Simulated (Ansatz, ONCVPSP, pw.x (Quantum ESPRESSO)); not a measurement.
What a changed setting does to a pw.x run (fcc Re)

Potential: optimised norm-conserving Vanderbilt (ONCV), ONCVPSP 4.0.1.1 (patched build), LDA (Perdew-Wang 92); core [Kr] 4d10 4f14, reference 5s2 5p6 5d5 6s1 6p1; waves: 5s+6s: rc 2.00 bohr, ncon 4, nbas 7, qcut 6.7 1/bohr, 2 projectors; 5p+6p: rc 2.20 bohr, ncon 4, nbas 8, qcut 4.8 1/bohr, 2 projectors; 5d: rc 2.00 bohr, ncon 3, nbas 8, qcut 7.8 1/bohr, local; local part: the d channel; core correction: Teter function fitted to the true core (icmod 2), fcfact 0.3.

The reference run (k-mesh 15³, cutoffs 55/220 Ry, Fermi–Dirac 0.01 Ry, mixing_beta 0.4, conv_thr 1e-9, no spin) gives -3.43 GPa at 14.368 Å³/atom, where all-electron LAPW gives 0.76 GPa. This run, with its own iteration cap, changes degauss to 0.002.

```
&control
  calculation='scf', prefix='x', pseudo_dir='./', outdir='./tmp', tstress=.true., disk_io='none'
/
&system
  ibrav=0, nat=1, ntyp=1, ecutwfc=55, ecutrho=220, nbnd=15,
  occupations='smearing', smearing='fd', degauss=0.002
/
&electrons
  conv_thr=1e-09, mixing_beta=0.4, electron_maxstep=60
/
ATOMIC_SPECIES
Re 1.0 Re.UPF
CELL_PARAMETERS angstrom
  0.00000000 1.92954735 1.92954735
  1.92954735 0.00000000 1.92954735
  1.92954735 1.92954735 0.00000000
ATOMIC_POSITIONS crystal
Re 0.0000 0.0000 0.0000
K_POINTS automatic
15 15 15 0 0 0
```

```bash
pw.x < Re.scf.in > Re.scf.out
```

**Question.** How does the run end?

**Answer.** It converges in 7 iterations; the free energy moves by +24.6 meV/atom and the pressure by -0.24 GPa. In a metal, with Fermi–Dirac smearing, F lies below its zero-width value by a term in the square of the width.

```
Message from routine setup:
     using ibrav=0 with symmetry is DISCOURAGED, use correct ibrav instead
     lattice parameter (alat)  =       5.1567  a.u.
     unit-cell volume          =      96.9601 (a.u.)^3
     number of electrons       =        15.00
     number of Kohn-Sham states=           15
     kinetic-energy cutoff     =      55.0000  Ry
     charge density cutoff     =     220.0000  Ry
     scf convergence threshold =      1.0E-09
     Exchange-correlation= SLA  PW   NOGX NOGC
     number of k points=   120  Fermi-Dirac smearing, width (Ry)=  0.0020
     iteration #  1     ecut=    55.00 Ry     beta= 0.40
     total energy              =    -174.19246296 Ry
     estimated scf accuracy    <       0.08042280 Ry
     iteration #  2     ecut=    55.00 Ry     beta= 0.40
     total energy              =    -174.19539409 Ry
     estimated scf accuracy    <       0.00841712 Ry
     iteration #  3     ecut=    55.00 Ry     beta= 0.40
     total energy              =    -174.19664083 Ry
     estimated scf accuracy    <       0.00038841 Ry
     iteration #  4     ecut=    55.00 Ry     beta= 0.40
     total energy              =    -174.19666944 Ry
     estimated scf accuracy    <       0.00001595 Ry
     iteration #  5     ecut=    55.00 Ry     beta= 0.40
     total energy              =    -174.19667352 Ry
     estimated scf accuracy    <       0.00000045 Ry
     iteration #  6     ecut=    55.00 Ry     beta= 0.40
     total energy              =    -174.19667358 Ry
     estimated scf accuracy    <       0.00000011 Ry
     iteration #  7     ecut=    55.00 Ry     beta= 0.40
     the Fermi energy is    24.5952 ev
!    total energy              =    -174.19667360 Ry
     estimated scf accuracy    <          1.3E-10 Ry
     smearing contrib. (-TS)   =      -0.00014514 Ry
     The total energy is F=E-TS. E is the sum of the following terms:
     one-electron contribution =     -17.39212355 Ry
     hartree contribution      =      18.94591738 Ry
     xc contribution           =     -34.29330690 Ry
     ewald contribution        =    -141.45701539 Ry
     convergence has been achieved in   7 iterations
          total   stress  (Ry/bohr**3)                   (kbar)     P=      -36.66
     Message from routine punch:
     Nothing written, as per user request (disk_io='none')
```

The run took about 18 s on one core of a shared host (Neoverse-N1, 64 threads, 124 GiB, load 56).
